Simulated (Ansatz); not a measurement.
The same path of CH6AlCl (9 atoms, charge 0, multiplicity 1) was run twice with different band settings. Lost on the way: Al1–C2, Cl8–H9. Made: C2–H9.

The calculation used RKS B3LYP-D4/6-31G* in Ansatz.

Relaxed end points:

```xyz
9
Properties=species:S:1:pos:R:3
Al 0.001 0.021 0.251
C 0.043 0.317 2.203
H -0.891 0.018 2.697
H 0.875 -0.201 2.697
H 0.174 1.386 2.423
H 1.364 -0.088 -0.567
H -1.360 0.231 -0.549
Cl -0.304 -2.719 0.601
H -0.403 -2.654 1.888
```

```xyz
9
Properties=species:S:1:pos:R:3
Al -0.082 -0.631 -0.381
C -0.022 -0.096 2.653
H -0.925 0.175 3.205
H 0.844 -0.109 3.319
H 0.153 0.659 1.877
H 1.381 -0.059 -0.514
H -1.409 0.216 -0.473
Cl -0.288 -2.742 -0.281
H -0.153 -1.102 2.237
```

Common settings: spring 5.0 eV/Å²; optimiser quadratic models (default); start path through a guess of the saddle point; force threshold 0.05 eV/Å; iteration limit 60; end points relaxed.

| run | movable images | climbing image |
| --- | --- | --- |
| 1 | 5 | yes |
| 2 | 3 | no |

(1) What does each run give, and how far can it be trusted?

Results:

(1) Run 1: converged after 10 iterations, highest image 0.279 eV above the first end. A vibrational analysis at the climbing image gives one clearly imaginary mode, 610i cm⁻¹: a first-order saddle point.
Run 2: converged after 8 iterations, highest image 0.107 eV above the first end. Neighbouring images differ by up to 1.8 eV, so the band resolves the path poorly. No image climbed, so the highest image needn't sit at the top of the path. A band with more images between the same ends climbed to 0.28 eV, so this one has probably stepped over the top. So few images can step over the top or miss a turn of the path.
The orbitals stay closed-shell, which can raise the energy where a bond breaks towards radicals; this wasn't checked here.
